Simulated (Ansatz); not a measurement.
Ansatz (a first-principles code) input (X2C-CCSD(T)/cc-pVTZ-DK):

Ansatz 0.2 input:
```yaml
crystal:
  periodic: [false, false, false]
  atoms:
    - {symbol: C, position_ang: [0.12308422, 0.72061912, -0.00429280]}
    - {symbol: N, position_ang: [-0.08838777, -0.65459201, 0.00350807]}
    - {symbol: H, position_ang: [-0.49686671, -1.03048228, 0.84594274]}
    - {symbol: H, position_ang: [-0.52475103, -1.03565837, -0.82245818]}
    - {symbol: H, position_ang: [0.46644963, 1.16516893, 0.91843734]}
    - {symbol: H, position_ang: [0.43537713, 1.15940103, -0.94072157]}
basis:
  gaussian:
    orbitals: cc-pVTZ-DK
magnetization: {spin_polarized: true, initial_magnetization: 1}
correlation: {method: ccsd_t, electrons: outside_noble_gas}
```

Output:

```
Functional definition: HF
integrals: 0.27 GiB planned
653 factors; integrals over basis functions are off by at most 8.8e-4 eV
mean field: 0.23 GiB planned
mean field evaluation 1: about -2574.4452 eV, gradient 1.9e1 eV
mean field evaluation 2: about -2574.4473 eV, gradient 1.9e1 eV
mean field evaluation 4: about -2576.1396 eV, gradient 2.3e0 eV
mean field evaluation 8: about -2576.2015 eV, gradient 2.2e-1 eV
mean field evaluation 16: about -2576.1850 eV, gradient 7.8e-1 eV
mean field -2576.20296482 eV, -94.6737127439 hartree, gradient 7.0e-6 eV, S^2 0.762513; 0 other end points of the search recorded, 0 dependent functions left out
2 core orbitals not correlated
reference -2576.20296482 eV, -94.6737127439 hartree; 7, 6 occupied and 107, 108 virtual orbitals, 653 factors
second order -10.06949012 eV of doubles, -0.00000000 eV of singles
coupled cluster: 0.69 GiB planned
cycle   1  -10.41831963 eV  change   -3.5e-1 eV  update   6.2e-2
cycle   2  -10.67481758 eV  change   -2.6e-1 eV  update   2.0e-2
cycle   3  -10.72184644 eV  change   -4.7e-2 eV  update   1.2e-2
cycle   4  -10.71708380 eV  change    4.8e-3 eV  update   5.4e-3
cycle   5  -10.71872661 eV  change   -1.6e-3 eV  update   2.3e-3
cycle   6  -10.71835592 eV  change    3.7e-4 eV  update   6.5e-4
cycle   7  -10.71838648 eV  change   -3.1e-5 eV  update   2.0e-4
cycle   8  -10.71839020 eV  change   -3.7e-6 eV  update   7.5e-5
cycle   9  -10.71836994 eV  change    2.0e-5 eV  update   2.5e-5
cycle  10  -10.71837253 eV  change   -2.6e-6 eV  update   1.1e-5
perturbative correction -0.38280300 eV, -0.0140677507 hartree
Total energy: -2587.30414034 eV, -95.0816734198 hartree
Relativity: scalar
```

It need not be the lowest isomer of its formula.
